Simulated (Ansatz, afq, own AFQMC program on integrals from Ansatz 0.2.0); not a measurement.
Au⁺, singlet: AFQMC among the cluster methods

A free Au cation.

Basis def2-TZVPP with its core potentials. Only valence electrons are correlated. Integrals, coupled cluster, full CI and functionals: Ansatz 0.2.0; the random walks run on the same integrals in our own AFQMC program. The CISD trial takes its coefficients from CCSD amplitudes. Released means that phaseless walkers are propagated on without the constraint, phases kept. Free AFQMC starts from the CCSD state and is never constrained. Its projection time is finite, and what remains of the start isn't in its error. Error bars are statistical, one sigma. No spin–orbit coupling. The metal's outer-core s and p shells are frozen, which shifts wave-function levels against functionals.

Determinant: RHF, the one that the program's search chose, which needn't be the lowest solution.

No full CI on the walks' own integrals is used here; CCSDT(Q) serves as the reference and is uncertain by about the last step of the cluster series.

Cautions: no spin-orbit coupling; outer-core shells of the metal frozen.

* T1 diagnostic: 0.0028
* weight of the determinant in the CISD state: 0.935
* size of the correlated space: 10 electrons in 52 orbitals

Reference: CCSDT(Q), correlation energy -8.444 eV. The released energy is read at 1.50 1/Eh (meV from the phaseless value at times in 1/Eh: -3 ± 3 at 0.24, -4.2 ± 2.3 at 0.50, -10 ± 4 at 1.00, -10 ± 4 at 1.50).

```
         level  E − E(reference) (mEh)  share of correlation (%)
            HF                  310.31                      0.00
           MP2                  -10.38                    103.34
          CCSD                   10.23                     96.70
       CCSD(T)                   -0.42                    100.14
         CCSDT                    0.02                     99.99
   ph-AFQMC/HF            -3.06 ± 0.88                    100.99
 ph-AFQMC/CISD             0.03 ± 0.08                     99.99
released AFQMC            -0.35 ± 0.13                    100.11
    free AFQMC            -0.02 ± 0.10                    100.01
```

Free projections are given only where their last times agree within the noise and don't stop above the reference; a slow remainder of the start can still hide under it. A walk keeps the symmetry of its determinant, which the program's search chose and which needn't be the lowest solution, so a lower state of the same spin and another symmetry isn't excluded. Released energies are given only where the last usable release times agree within the noise; a slower fall can still hide under it.
